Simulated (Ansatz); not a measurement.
Cubic perovskite KTaO3, treated with BLYP (Ansatz, an electronic-structure program, PAW).

Input:

Ansatz 0.2 input:
```yaml
crystal:
  lattice:
    - [4.0568474756, 0.0, 0.0]
    - [0.0, 4.0568474756, 0.0]
    - [0.0, 0.0, 4.0568474756]
  atoms:
    - { symbol: K, position: [0.0, 0.0, 0.0] }
    - { symbol: Ta, position: [0.5, 0.5, 0.5] }
    - { symbol: O, position: [0.5, 0.0, 0.5] }
    - { symbol: O, position: [0.0, 0.5, 0.5] }
    - { symbol: O, position: [0.5, 0.5, 0.0] }
basis:
  ecutwfc: 520
  ecutrho_ratio: 4
  xc_grid: 2
kpoints:
  mp_grid: { grid: [8, 8, 8] }
hamiltonian:
  xc: blyp
  dispersion: none
  pseudopotentials: { kind: paw }
scf:
  occupations: { method: fermi_dirac, width: 0.01 }
  convergence: { dr2_threshold: 0.0000000005 }
output:
  forces: true
  stress: true
  eigenvalues: true
```

The run printed, among other lines:

```
Crystal: 5 atoms, lattice volume = 66.768 Å³
Basis set: ecut = 520 eV, 1791 PW (Γ), exchange–correlation on 64×64×64 points (8 copies of the dense FFT grid, shifted against one another)
Bands: 25, of which v1, the nominal top of the filled ones, is band 20 counted from 1 (19 counted from 0)
Symmetry: 48 space group operations
Space group: Pm-3m (ITA 221), of the structure as read, at distance tolerance 4.1e-5 Å
k-points: 35 of 512
Functional: x = b88, c = lyp
SCF iter   1: F=—  HF=-13214.294270 eV  |F-HF|=—  |Δ(HF+E_count)|=         —  Δρ=1.90e-2  dr2=1.75e-1
SCF iter   2: F=—  HF=-13214.254400 eV  |F-HF|=—  |Δ(HF+E_count)|=   3.99e-2  Δρ=5.33e-3  dr2=1.80e-2
  ...
SCF iter   7: F=—  HF=-13214.250911 eV  |F-HF|=—  |Δ(HF+E_count)|=   1.45e-8  Δρ=9.45e-7  dr2=8.14e-10
SCF iter   8: F=-13214.250911 eV  HF=-13214.250911 eV  |F-HF|=1.82e-12  |Δ(HF+E_count)|=  1.47e-10  Δρ=2.29e-7  dr2=2.28e-11
SCF 1 converged in 8 iterations: F = -13214.250911 eV  dr2 = 2.28e-11
SCF converged after 8 iterations
Free energy (F): -13214.250911 eV
Internal energy: -13214.250911 eV  (E = F + TS)
E sigma→0 (E₀):  -13214.250911 eV
Fermi energy:    9.476487 eV
--- Forces (eV/Å), atoms counted from 1 ---
  atom   1  K     -0.00000000     0.00000000     0.00000000
  atom   2  Ta     0.00000000     0.00000000    -0.00000000
  atom   3  O      0.00000000    -0.00000000    -0.00000000
  atom   4  O      0.00000000     0.00000000     0.00000000
  atom   5  O      0.00000000     0.00000000     0.00000000
--- Stress (GPa, compression-positive) ---
       -0.006107      -0.000000       0.000000
        0.000000      -0.006107       0.000000
        0.000000       0.000000      -0.006107
  P = ⅓ Tr σ = -0.0061 GPa (-0.061 kbar)
```

The PAW data were made under PBE.

The result took roughly 4 core-seconds.
